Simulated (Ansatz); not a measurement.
A calculation with Ansatz (development build ahead of 0.2.0).

```yaml
crystal:
  periodic: [false, false, false]
  atoms:
    - { symbol: S, position_ang: [0.0, 0.0, -0.86894] }
    - { symbol: S, position_ang: [0.0, 0.0, 0.86894] }
basis:
  gaussian: { orbitals: "6-31G" }
magnetization:
  initial_magnetization: 2
hamiltonian:
  xc: hf
correlation:
  method: bccd_t
  frozen_orbitals: { S: 5 }
```

The input is written out in the form of the current development build from the run's settings. Correlation on restricted open-shell orbitals is semicanonical, with singles.

Output:

* Converged: yes
* Reference energy (starting determinant): -794.88606 hartree
* Correlation energy: -0.10423 hartree
* Total energy: -794.99028 hartree
